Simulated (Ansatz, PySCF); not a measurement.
Species: C₂F₃N (charge 0, singlet). 
Structure (B3LYP-D3(BJ)/def2-TZVP (Ansatz, an electronic-structure program) minimum search):
```
C
F 1 1.3355
F 1 1.3355 2 108.66
F 1 1.3355 2 108.66 3 -118.06
C 1 1.4814 2 110.27 4 -120.97
N 5 1.1466 4 147.20 1 -180.00
```

Wanted: vertical ionisation energy (to the doublet state of charge +1; each state is the SCF solution reached for its spin; the molecule has degenerate orbitals, so one determinant may break the symmetry), in eV. Correlated levels leave the core frozen unless marked. Open shells are spin-unrestricted. Spin-orbit coupling is left out. Non-relativistic. 

```tsv
level	program	vertical ionisation energy (eV)
B3LYP/def2-TZVPD	Ansatz	14.00
PBE0/def2-TZVPD	Ansatz	13.98
wB97M-V/def2-TZVPD	Ansatz	14.05
SCS-MP2/aug-cc-pVDZ	Ansatz	14.45
CCSD/aug-cc-pVDZ	Ansatz	14.09
CCSD(T)/aug-cc-pVDZ	Ansatz	14.18
```

For comparison, minus the highest occupied orbital energy (PySCF): 10.32 eV at TPSSh/def2-TZVPD, 12.67 eV at M06-2X/def2-TZVPD, 9.69 eV at PBE/def2-TZVPD.
